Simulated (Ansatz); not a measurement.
# SiPO+ (triplet): wave-function methods side by side, def2-QZVPP

The task here is to estimate one member of a computed series from the others.

Method: def2-QZVPP, core rule «outside noble gas», up to 11 orbitals frozen; program: Ansatz 0.2.0, Gaussian basis.

To be run: UHF; ROHF; CCSD(T) on UHF.

## What is computed

The geometry is a PBE0/def2-TZVP stationary point (not a proven minimum) of the parent state, kept for this charge and spin.

3 atoms, charge 1, spin multiplicity 3.

Atoms are counted from 1 here; the program's logs count them from 0.

Bond lengths: O1–P2 1.484 Å, P2–Si3 2.271 Å. Angles: O1–P2–Si3 116.0°.

Coordinates:

```xyz
3
charge 1, multiplicity 3
O     0.0000   -0.6220    1.6032
P     0.0000    0.4735    0.6015
Si    0.0000   -0.1679   -1.5766
```

Set-up of the first run:

The input, in.yaml:

```yaml
crystal:
  periodic: [false, false, false]
  atoms:
    - {symbol: O, position_ang: [0.000000, -0.621986, 1.603231]}
    - {symbol: P, position_ang: [0.000000, 0.473546, 0.601473]}
    - {symbol: Si, position_ang: [0.000000, -0.167920, -1.576637]}
basis:
  gaussian: {orbitals: "def2-QZVPP.json"}
total_charge: 1
magnetization: {spin_polarized: true, initial_magnetization: 2}
hamiltonian: {xc: hf}
output: {orbitals: {seedname: orbitals}}
```

The run is started by

```bash
> ansatz run in.yaml --threads 1 --pin off --events-out ev --progress --plain --max-ram 2393MiB
```

Steps of the session up to this table: UHF; ROHF; CCSD(T) on UHF.

One table of the session follows, with a row left open; its other results are not shown here.

```
  method  from UCCSD(T) (meV)
    ROHF             +13979.6
     UHF             +13599.2
    UMP2              +1323.1
   UCCSD                    ?
UCCSD(T)                    0
```

Estimate the missing values for UCCSD.

As computed: from UCCSD(T) (meV): +781.1. In the column «from UCCSD(T) (meV)» it lies between UCCSD(T) (0) and UMP2 (+1323.1).
